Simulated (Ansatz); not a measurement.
`C=CC(=C)CF` + H₂ → `C=CC(=C)C` + H–F  (hydrogenolysis of a C–F bond)

Isolated molecules relaxed with PBE0-D4/def2-TZVP in Ansatz; ΔE leaves out vibrations. CCSD(T)/CBS is the MP2 limit (def2-TZVPP, def2-QZVPP) plus CCSD(T) − MP2 in def2-TZVPP, frozen cores. This one scheme is used for every species. Functionals use def2-TZVPP. Each species was taken in one conformer, which may not be the lowest.

`C=CC(=C)CF`:

Cartesian coordinates in Å:
```
C 0.200 -1.997 -0.016
C 0.524 -0.851 -0.612
C 0.099 0.480 -0.199
C 0.484 1.567 -0.869
C -0.784 0.575 1.005
F -1.119 1.878 1.295
H 0.564 -2.944 -0.396
H -0.434 -2.043 0.862
H 1.165 -0.876 -1.490
H 1.124 1.479 -1.739
H 0.171 2.557 -0.567
H -0.281 0.155 1.883
H -1.713 0.018 0.843
```

H₂:

Z-matrix (Å, degrees):
```
H
H 1 0.746
```

`C=CC(=C)C`:

Cartesian coordinates in Å:
```
C 0.054 -1.075 -1.674
C -0.093 -1.097 -0.351
C -0.049 0.068 0.528
C -0.212 -0.092 1.844
C 0.178 1.415 -0.080
H 0.008 -1.987 -2.257
H 0.224 -0.154 -2.220
H -0.261 -2.049 0.146
H -0.377 -1.074 2.274
H -0.187 0.750 2.527
H 0.189 2.192 0.685
H -0.605 1.656 -0.804
H 1.131 1.447 -0.616
```

H–F:

Cartesian coordinates in Å:
```
F -0.208 0.401 0.087
H 0.208 -0.401 -0.087
```

```tsv
level	ΔE (kcal/mol)
PBE-D4	-24.0
r2SCAN-D4	-23.6
ωB97X-V	-23.5
r2SCAN	-23.6
MP2/def2-QZVPP	-28.3
HF/CBS(def2)	-25.5
MP2/CBS(def2)	-28.6
CCSD/CBS(def2)	-27.4
```

Task: What does CCSD(T)/CBS give? (Best estimate.)

Result: The calculation gave: -26.9 kcal/mol. The listed levels differ from it by 2.9, 3.3, 3.4, 3.3, -1.4, 1.4, -1.7, -0.5 kcal/mol.

Largest T1 diagnostic among the species: 0.011.

From PBE to PBE0 (25 % exact exchange), in def2-TZVPP and without D4, ΔE moves by −1.5 kcal/mol. In def2-TZVPP, CCSD(T) changes the Hartree–Fock value by −0.7 kcal/mol (the triples alone add +0.5 kcal/mol) and MP2 by −2.4 kcal/mol.
